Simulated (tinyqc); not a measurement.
Inside a calculation. Method: geometry optimisation on the RHF/sto-6g surface (energies and gradients from PySCF), for OH-, spin multiplicity 1. The basis has no diffuse functions, so it cannot describe the extra electron: this is an exercise in the method, not the real anion. One step of it, computed by the program tinyqc.

Problem. Step 2: move. Quasi-Newton step p = -H^(-1) g (the inverse Hessian comes from BFGS updates; coordinates in the order x, y, z of each atom); steps longer than 0.3 bohr are cut back.

positions after step 1 (bohr), order 1O, 2H:
$$\begin{pmatrix}
0.000000 & 0.000000 & -0.051199 \\
0.000000 & 0.000000 & 1.988168
\end{pmatrix}$$

gradient (hartree/bohr), order 1O, 2H:
$$\begin{pmatrix}
0.00000000 & 0.00000000 & -0.00824074 \\
0.00000000 & 0.00000000 & 0.00824074
\end{pmatrix}$$

inverse Hessian in use (bohr^2/hartree):
$$\begin{pmatrix}
1.666667 & 0.000000 & 0.000000 & 0.000000 & 0.000000 & 0.000000 \\
0.000000 & 1.666667 & 0.000000 & 0.000000 & 0.000000 & 0.000000 \\
0.000000 & 0.000000 & 1.490402 & 0.000000 & 0.000000 & 0.176264 \\
0.000000 & 0.000000 & 0.000000 & 1.666667 & 0.000000 & 0.000000 \\
0.000000 & 0.000000 & 0.000000 & 0.000000 & 1.666667 & 0.000000 \\
0.000000 & 0.000000 & 0.176264 & 0.000000 & 0.000000 & 1.490402
\end{pmatrix}$$

Give: positions after step 2.

Solution.

positions after step 2 (bohr), order 1O, 2H:
$$\begin{pmatrix}
0.0000 & 0.0000 & -0.0404 \\
0.0000 & 0.0000 & 1.9773
\end{pmatrix}$$
